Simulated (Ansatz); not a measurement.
bcc Rb, treated with r²SCAN+SOC (PAW; Ansatz, a first-principles code).

Input file:

Ansatz 0.2 input:
```yaml
crystal:
  lattice:
    - [-2.8495, 2.8495, 2.8495]
    - [2.8495, -2.8495, 2.8495]
    - [2.8495, 2.8495, -2.8495]
  atoms:
    - { symbol: Rb, position: [0.0, 0.0, 0.0] }
basis:
  ecutwfc: 560
  ecutrho_ratio: 4
  xc_grid: 3
kpoints:
  mp_grid: { grid: [14, 14, 14] }
hamiltonian:
  xc: r2scan
  dispersion: none
  pseudopotentials: { kind: paw }
scf:
  occupations: { method: fermi_dirac, width: 0.05 }
  convergence: { dr2_threshold: 0.0000000001 }
output:
  forces: false
  stress: true
  eigenvalues: true
magnetization:
  noncollinear: true
  spin_orbit: true
```

Output (set-up and result lines):

```
Crystal: 1 atoms, lattice volume = 92.548 Å³
Basis set: ecut = 560 eV, 2779 PW (Γ), exchange–correlation on 120×120×120 points (27 copies of the dense FFT grid, shifted against one another)
Bands: 18, of which v1, the nominal top of the filled ones, is band 9 counted from 1 (8 counted from 0)
Symmetry: 48 space group operations + 48 with time reversal
k-points: 104 of 2744
Initial density: superposition of atomic densities (chi_scale 0.1, normalization cell)
Functional: x = r2scan, c = r2scan; τ floored in thin density (d = 2e-4 eV/Å³)
spin=Noncollinear: Kerker preconditioning applied to the charge; magnetization (m_x, m_y, m_z) channels mix plain (no charge-response kernel on spin).
SCF 1 converged in 10 iterations: F = -3273.965982 eV  dr2 = 5.59e-13
SCF converged after 10 iterations
Free energy (F): -3273.965982 eV
Internal energy: -3273.958886 eV  (E = F + TS)
E sigma→0 (E₀):  -3273.962434 eV
Fermi energy:    1.931972 eV
--- Stress (GPa, compression-positive) ---
        0.068899      -0.000000       0.000000
        0.000000       0.068899      -0.000000
       -0.000000      -0.000000       0.068899
  P = ⅓ Tr σ = 0.0689 GPa (0.689 kbar)
```

The PAW data were made under PBE.

Note: cell and atoms aren't relaxed at this level.
